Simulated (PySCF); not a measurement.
# Basis and Hamiltonian dependence of the ionisation energy of C

C [He] 2s2 2p2 (3P) → C⁺ [He] 2s2 2p1 (2P). Calculated with PySCF 2.14 from differences of total energies of unrestricted determinants, without spin-orbit coupling. Values in eV.

```
                                                              basis       Hamiltonian  functions     UHF     PBE    PBE0  MP2 (valence)  CCSD(T) (valence)  CCSD(T) (valence and next inner shell)
                                                   Sapporo-DZP-2012     spin-free X2C         18  10.784  11.482     n/a         11.122             11.027                                     n/a
                                                            pcseg-2  non-relativistic         30  10.788     n/a     n/a         11.207             11.124                                     n/a
                                                          def2-TZVP  non-relativistic         31  10.801  11.532  11.510         11.242             11.169                                     n/a
                                                        def2-TZVPPD  non-relativistic         37  10.802  11.533  11.511         11.245             11.176                                  11.190
                                                         dyall-av2z  non-relativistic         42  10.806  11.547  11.520         11.160             11.085                                     n/a
                                                     aug-cc-pVTZ-DK     spin-free X2C         46  10.794  11.537  11.510         11.251             11.180                                     n/a
                                                       ANO-RCC-VQZP     spin-free X2C         55  10.796  11.537  11.513         11.275                n/a                                     n/a
                                                    aug-cc-pCVTZ-DK     spin-free X2C         59  10.793  11.536  11.509         11.249             11.179                                  11.201
                                                         dyall-av3z     spin-free X2C         71  10.797  11.538  11.511         11.250             11.180                                     n/a
  x2c-QZVPPall with one added diffuse shell each of s, p, d, f type     spin-free X2C         73  10.797  11.535  11.509         11.277             11.203                                  11.227
                                                     aug-cc-pVQZ-DK     spin-free X2C         80  10.795  11.537  11.510         11.279             11.204                                     n/a
aug-cc-pVQZ with one added diffuse shell each of s, p, d, f, g type  non-relativistic        105  10.799  11.541  11.514         11.284                n/a                                     n/a
                                                    aug-cc-pCVQZ-DK     spin-free X2C        109  10.795  11.537  11.510         11.281                n/a                                     n/a
                                                        aug-cc-pV5Z  non-relativistic        127  10.800  11.541  11.514         11.298                n/a                                     n/a
```

Extrapolation of CCSD(T) (valence) from aug-cc-pVTZ-DK and aug-cc-pVQZ-DK: the correlation parts are 0.386 and 0.409 eV; with the X⁻³ form and unrounded values, (4³ × 0.409 − 3³ × 0.386)/(4³ − 3³) = 0.426 eV, and adding the Hartree-Fock value 10.795 eV of the larger basis gives 11.220 eV.

Extrapolation of MP2 (valence) from aug-cc-pCVTZ-DK and aug-cc-pCVQZ-DK: the correlation parts are 0.456 and 0.486 eV; with the X⁻³ form and unrounded values, (4³ × 0.486 − 3³ × 0.456)/(4³ − 3³) = 0.508 eV, and adding the Hartree-Fock value 10.795 eV of the larger basis gives 11.303 eV.

Frozen in the all-electron rows: valence: 1s2; valence and next inner shell: nothing.

Reference for a calculation without spin-orbit coupling: 11.262 eV (measured, between term centres; NIST).
